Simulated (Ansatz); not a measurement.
# C₆H₁₄: up Jacob's ladder to CCSD(T)

One table from this session's results is given with a row withheld; the runs are named, their logs left out.

Program: Ansatz 0.2.0, Gaussian basis. Level of theory: functionals in def2-TZVPP, the program's frozen cores in correlated methods. These are calculated values, not measurements.

Plan: PBE-D4, r2SCAN-D4, PBE0-D4, B3LYP-D4, ωB97X-V, ωB97M-V, B2PLYP; CCSD(T)/def2-TZVPP; MP2/def2-QZVPP; extrapolation to the limit.

**The relaxed structure**

All runs share one geometry, relaxed beforehand with PBE0-D4 in a triple-zeta def2 set.

SMILES `CCCCCC`, 20 atoms, charge 0, spin multiplicity 1.

Atoms are counted from 1 here; the program's logs count them from 0.

Bond lengths: C1–C2 1.520 Å, C1–H7 1.092 Å, C1–H8 1.092 Å, C1–H9 1.094 Å, C2–C3 1.524 Å, C2–H10 1.095 Å, C2–H11 1.097 Å, C3–C4 1.522 Å, C3–H12 1.096 Å, C3–H13 1.097 Å, C4–C5 1.524 Å, C4–H14 1.097 Å, C4–H15 1.096 Å, C5–C6 1.520 Å, C5–H16 1.095 Å, C5–H17 1.097 Å, C6–H18 1.092 Å, C6–H19 1.094 Å and more. Angles: C2–C1–H7 111.9°, C2–C1–H8 111.2°, C2–C1–H9 110.9°, H7–C1–H8 107.4°, H7–C1–H9 107.5°, H8–C1–H9 107.6°, C1–C2–C3 114.0°, C1–C2–H10 109.0°, C1–C2–H11 109.5°, C3–C2–H10 108.8°, C3–C2–H11 109.1°, H10–C2–H11 106.0°, C2–C3–C4 114.1°, C2–C3–H12 108.8°, C2–C3–H13 109.0°, C4–C3–H12 109.9°, C4–C3–H13 108.6°, H12–C3–H13 106.1° and more.

The first run:

Input file in.yaml:

```yaml
crystal:
  periodic: [false, false, false]
  atoms:
    - {symbol: C, position_ang: [-1.792628, -1.870322, -0.311723]}
    - {symbol: C, position_ang: [-0.381904, -1.972245, 0.245910]}
    - {symbol: C, position_ang: [0.473559, -0.736269, -0.002408]}
    - {symbol: C, position_ang: [-0.022923, 0.515123, 0.707336]}
    - {symbol: C, position_ang: [0.908217, 1.713961, 0.577409]}
    - {symbol: C, position_ang: [1.053690, 2.232955, -0.844199]}
    - {symbol: H, position_ang: [-2.362975, -1.071507, 0.167701]}
    - {symbol: H, position_ang: [-2.345240, -2.800883, -0.162772]}
    - {symbol: H, position_ang: [-1.774408, -1.663618, -1.386079]}
    - {symbol: H, position_ang: [0.115663, -2.841171, -0.197457]}
    - {symbol: H, position_ang: [-0.427630, -2.166749, 1.324131]}
    - {symbol: H, position_ang: [0.529672, -0.555907, -1.082118]}
    - {symbol: H, position_ang: [1.499944, -0.940713, 0.325704]}
    - {symbol: H, position_ang: [-0.160151, 0.283253, 1.770504]}
    - {symbol: H, position_ang: [-1.012498, 0.792807, 0.326439]}
    - {symbol: H, position_ang: [0.535627, 2.521562, 1.216263]}
    - {symbol: H, position_ang: [1.895614, 1.446323, 0.972248]}
    - {symbol: H, position_ang: [1.508681, 1.490598, -1.503846]}
    - {symbol: H, position_ang: [0.078930, 2.495850, -1.266129]}
    - {symbol: H, position_ang: [1.680780, 3.126932, -0.876902]}
basis:
  gaussian: {orbitals: def2-TZVPP}
hamiltonian: {xc: pbe, dispersion: d4}
output: {forces: true, orbitals: {seedname: orbitals}}
```

Started as:

```bash
ansatz run in.yaml --threads 2 --pin off --events-out ev --progress --plain --max-ram 31744MiB --backend cuda --devices 0, --max-vram 18GiB
```

Among the steps run: PBE-D4 (GGA); r2SCAN-D4 (meta-GGA); PBE0-D4 (hybrid); B3LYP-D4 (hybrid); ωB97X-V (range-separated); ωB97M-V (range-separated); B2PLYP (double hybrid); CCSD(T) in def2-TZVPP; MP2 in def2-QZVPP.

One of the session's tables, all rows but one given; the rest of the session is left out.

| method | atoms, summed (eV) | atomisation energy (kJ/mol) |
| --- | --- | --- |
| PBE-D4 | -6361.218 | 8024.3 |
| r2SCAN-D4 | -6367.369 | 7916.0 |
| PBE0-D4 | -6363.294 | 7955.4 |
| B3LYP-D4 | -6372.554 | 7912.5 |
| ωB97X-V | -6369.816 | 7912.3 |
| ωB97M-V | ? | ? |
| B2PLYP | -6365.907 | 7832.8 |
| HF/def2-TZVPP | -6344.395 | 6040.7 |
| MP2/def2-TZVPP | -6355.189 | 7799.2 |
| CCSD/def2-TZVPP | -6358.521 | 7666.1 |
| CCSD(T)/def2-TZVPP | -6358.852 | 7748.6 |
| MP2/CBS | -6357.042 | 7954.1 |
| CCSD(T)/CBS | -6360.706 | 7903.5 |

**Question.** Estimate the row for ωB97M-V.

As computed: atoms, summed (eV): -6367.352; atomisation energy (kJ/mol): 7922.3. In the column «atoms, summed (eV)» it lies between r2SCAN-D4 (-6367.369) and B2PLYP (-6365.907).

To keep in mind: Free atoms (6 C, 14 H) were run apart at each level; the atomisation energy is their sum less the molecule, without zero-point or spin-orbit terms.
